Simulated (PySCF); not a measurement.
C2H3N. Atoms are numbered in the order given.

```xyz
6

C      0.0000     0.0000    -1.1708
C      0.0000     0.0000     0.2784
N      0.0000     0.0000     1.4273
H      0.8873     0.5123    -1.5456
H      0.0000    -1.0246    -1.5456
H     -0.8873     0.5123    -1.5456
```

Coordinates come from a PBE0-D3(BJ)/def2-TZVP optimisation.

Level of theory: PySCF with TDDFT-B3LYP/def2-SVPD.

Vertical excitations; the highest root listed may be one member of a degenerate set. The molecule is in vacuum. State labels are in the subgroup Cs.

| state | symmetry | energy (eV) | λ (nm) | f | main pairs |
|---|---|---|---|---|---|
| S1 | A" | 7.86 | 158 | 0.000 | HOMO→LUMO+1 49 %, HOMO−1→LUMO+2 49 % |
| S2 | A' | 8.13 | 153 | 0.002 | HOMO−1→LUMO+1, HOMO→LUMO+2 (degenerate set) |
| S3 | A" | 8.13 | 153 | 0.002 | HOMO−1→LUMO+2, HOMO→LUMO+1 (degenerate set) |
| S4 | A" | 8.36 | 148 | 0.001 | HOMO→LUMO (degenerate set) |
| S5 | A' | 8.36 | 148 | 0.001 | HOMO−1→LUMO (degenerate set) |
| S6 | A' | 9.20 | 135 | 0.014 | HOMO−2→LUMO 99 % |
| S7 | A' | 9.31 | 133 | 0.016 | HOMO−2→LUMO+1 (degenerate set) |
| S8 | A" | 9.31 | 133 | 0.016 | HOMO−2→LUMO+2 (degenerate set) |
| S9 | A" | 10.16 | 122 | 0.060 | HOMO→LUMO+3 (degenerate set) |
| S10 | A' | 10.16 | 122 | 0.060 | HOMO−1→LUMO+3 (degenerate set) |
| T1 | A' | 6.46 | 192 | 0 | HOMO−1→LUMO+1 46 %, HOMO→LUMO+2 46 % |
| T2 | A' | 7.02 | 177 | 0 | HOMO→LUMO+2, HOMO−1→LUMO+1 (degenerate set) |
| T3 | A" | 7.02 | 177 | 0 | HOMO→LUMO+1, HOMO−1→LUMO+2 (degenerate set) |
| T4 | A" | 7.87 | 158 | 0 | HOMO−1→LUMO+2 49 %, HOMO→LUMO+1 49 % |
Triplets are in the Tamm–Dancoff approximation, which puts them higher than full response would, so one can lie above its singlet here.
